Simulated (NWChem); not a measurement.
**PN (SMILES N#P) at 4 levels**

Aim: a comparison of 4 runs (HF/STO-3G, HF/3-21G, B3LYP/6-31G*) of PN. 

Program for the calculation: NWChem 7.3.0.

2 further runs of the same task are left out: 2 set aside as unsound or not needed.

**1. The structure to begin with**

PN: 2 atoms, total charge 0, spin state singlet. SMILES: `N#P`. Geometry: the measured bond length.

Bond lengths: N1–P2 1.491 Å.

**2. Energy and gradient at HF/STO-3G (run 1)**

test.nw

```
START test
TITLE "NP"
memory stack 880 mb heap 220 mb global 1100 mb

GEOMETRY noautosym nocenter noautoz
N      0.000000     0.000000     0.000000
P      0.000000     0.000000     1.490866
END

BASIS spherical bse
* library STO-3G
END

SCF
nopen 0
rhf
thresh 1e-08
maxiter 80
END

TASK scf gradient
```

Started as:

```console
$ nwchem test.nw > test.out
```

Log:

```text
[...]
  functions       =    14
[...]
  wavefunction    = RHF
[...]
         Total SCF energy =   -390.591735461732
      One-electron energy =   -617.402407665546
      Two-electron energy =    189.541319260647
 Nuclear repulsion energy =     37.269352943167
        Time for solution =      0.1s
[...]
                         RHF ENERGY GRADIENTS
    atom               coordinates                        gradient
                 x          y          z           x          y          z
   1 N       0.000000   0.000000   0.000000    0.000000  -0.000000  -0.058340
   2 P       0.000000   0.000000   2.817328   -0.000000   0.000000   0.058340
[...]
```

Wall time 0.72 s (1 thread of Intel Xeon 6975P-C (Granite Rapids), shared host); peak memory 0.1 GiB.

**3. Energy and gradient at HF/3-21G (run 2)**

struct.nw

```
START struct
TITLE "NP hf"
memory total 2200 mb

GEOMETRY units angstroms noautosym nocenter noautoz
  N      0.000000     0.000000     0.000000
  P      0.000000     0.000000     1.490866
END

BASIS "ao basis" spherical bse
  * library 3-21G
END

SCF
  singlet
  rhf
  thresh 1e-08
  maxiter 80
  noprint "final vectors analysis"
END

TASK scf gradient
```

Started as:

```console
$ nwchem struct.nw > struct.out
```

Log:

```text
[...]
  functions       =    22
[...]
  wavefunction    = RHF
[...]
         Total SCF energy =   -393.082459642658
      One-electron energy =   -616.911973194039
      Two-electron energy =    186.560160608214
 Nuclear repulsion energy =     37.269352943167
        Time for solution =      0.2s
[...]
                         RHF ENERGY GRADIENTS
    atom               coordinates                        gradient
                 x          y          z           x          y          z
   1 N       0.000000   0.000000   0.000000   -0.000000   0.000000   0.030274
   2 P       0.000000   0.000000   2.817328    0.000000  -0.000000  -0.030274
[...]
```

Wall time 0.83 s (1 thread of Intel Xeon 6975P-C (Granite Rapids), shared host); peak memory 0.1 GiB.

**4. Energy and gradient at B3LYP/6-31G(d) (Cartesian functions) (run 3)**

run.nw

```
start run
memory 2200 mb

geometry units angstroms noautosym nocenter noautoz
 N      0.000000     0.000000     0.000000
 P      0.000000     0.000000     1.490866
end

basis cartesian
 * library 6-31G*
end

dft
 xc b3lyp
 mult 1
 grid xfine
 convergence energy 1e-08
 maxiter 100
 mulliken
 print low
end

task dft gradient
```

Started as:

```console
$ nwchem run.nw > run.out
```

Log:

```text
[...]
 d= 0,ls=0.0,diis     1   -395.9841168014 -4.33D+02  5.37D-02  5.67D-01     0.3
[...]
 d= 0,ls=0.0,diis    10   -396.0618134424 -1.75D-10  1.08D-07  9.82D-12     2.2
         Total DFT energy =     -396.061813442371
      One electron energy =     -619.905174253090
           Coulomb energy =      216.625367658706
    Exchange-Corr. energy =      -30.051359791154
 Nuclear repulsion energy =       37.269352943167
[...]
      Total Density - Mulliken Population Analysis
     ---------------------------------------------
    Atom       Charge   Shell Charges
 -----------   ------   -------------------------------------------------------
    1 N    7     7.33   1.99  0.89  2.16  1.00  1.30 -0.01
    2 P   15    14.67   2.00  1.99  5.97  1.38  2.11  0.56  0.63  0.03
[...]
                         DFT ENERGY GRADIENTS
    atom               coordinates                        gradient
                 x          y          z           x          y          z
   1 N       0.000000   0.000000   0.000000   -0.000000  -0.000000   0.004863
   2 P       0.000000   0.000000   2.817328    0.000000   0.000000  -0.004863
 Task  times  cpu:        2.7s     wall:        2.7s
 Total times  cpu:        2.7s     wall:        2.7s
```

Wall time 3.3 s (1 thread of Intel Xeon 6975P-C (Granite Rapids), shared host); peak memory 0.11 GiB.

**5. Energy and gradient at B3LYP/6-31G(d) (spherical functions) (run 4)**

run.py

```python
from ase import Atoms
from ase.calculators.nwchem import NWChem

molecule = Atoms(['N', 'P'], positions=[
    [0.000000, 0.000000, 0.000000],
    [0.000000, 0.000000, 1.490866],
])

calc = NWChem(
    label='job',
    theory='dft',
    memory='2200 mb',
    basis='6-31G*',
    basispar='spherical bse',
    dft={'xc': 'b3lyp', 'mult': '1', 'grid': 'xfine', 'convergence': 'energy 1e-08', 'iterations': '100', 'mulliken': None},
)
molecule.calc = calc

forces = molecule.get_forces()
e = molecule.get_potential_energy()
print(f"E = {e:.6f} eV")
print("forces (eV/A):")
for s, f in zip(molecule.symbols, forces):
    print(f"{s:2s} {f[0]:10.5f} {f[1]:10.5f} {f[2]:10.5f}")
print("dipole (e A):", molecule.get_dipole_moment().round(4))
```

Started as:

```console
$ export ASE_NWCHEM_COMMAND="nwchem PREFIX.nwi > PREFIX.nwo"
$ python run.py
```

Log:

```text
E = -10777.275588 eV
forces (eV/A):
N     0.00000    0.00000   -0.27598
P    -0.00000   -0.00000    0.27598
dipole (e A): [-0.     -0.      0.5108]
```

The calculator wrote job.nwi:

```
title "job"

permanent_dir job

scratch_dir job

start job

geometry units angstrom nocenter noautosym noautoz
  N  0.0000000000000000e+00 0.0000000000000000e+00 0.0000000000000000e+00
  P  0.0000000000000000e+00 0.0000000000000000e+00 1.4908660000000000e+00
end

memory 2200 mb

basis spherical bse noprint
   * library 6-31G*
end

dft
  xc b3lyp
  mult 1
  grid xfine
  convergence energy 1e-08
  iterations 100
  mulliken
end

task dft gradient
```

job.nwo, cut to the lines that bear on the results:

```text
[...]
         Total DFT energy =     -396.057575970194
[...]
  wavefunction    = closed shell
                         DFT ENERGY GRADIENTS
    atom               coordinates                        gradient
                 x          y          z           x          y          z
   1 N       0.000000   0.000000   0.000000   -0.000000  -0.000000   0.005367
   2 P       0.000000   0.000000   2.817328    0.000000   0.000000  -0.005367
[...]
```

It took 3.9 s on 1 thread of Intel Xeon 6975P-C (Granite Rapids), shared host; peak memory 0.12 GiB.

**6. All runs side by side**

```
run                               level  Cartesian functions  iteration cap  energy (Eh)  dipole moment (D)  largest force (eV/Å)  wall time
  1                           HF/STO-3G                   no             80  -390.591735               2.01                 3.000     0.72 s
  2                            HF/3-21G                   no             80  -393.082460               2.38                 1.557     0.83 s
  3  B3LYP/6-31G* (Cartesian functions)                  yes            100  -396.061813                  –                 0.250      3.3 s
  4  B3LYP/6-31G* (spherical functions)                   no            100  -396.057576               2.45                 0.276      3.9 s
```

**7. What came out**

| quantity | value |
| --- | --- |
| run 4: total energy | -396.05758 Eh |
| run 4: dipole moment | 2.45 D |
| run 4: HOMO energy | -8.85 eV |
| run 4: LUMO energy | -2.25 eV |
| run 4: HOMO–LUMO gap | 6.59 eV |
| run 4: largest force on an atom | 0.276 eV/Å |

**Reading.** Over runs 1, 2, 4 the dipole moment (its size) runs from 2.01 D (HF/STO-3G) to 2.45 D (B3LYP/6-31G*). The two ends differ in method and basis. In run 1 the basis is minimal, so the values are rough. All runs together took 8.8 s, the longest 3.9 s.
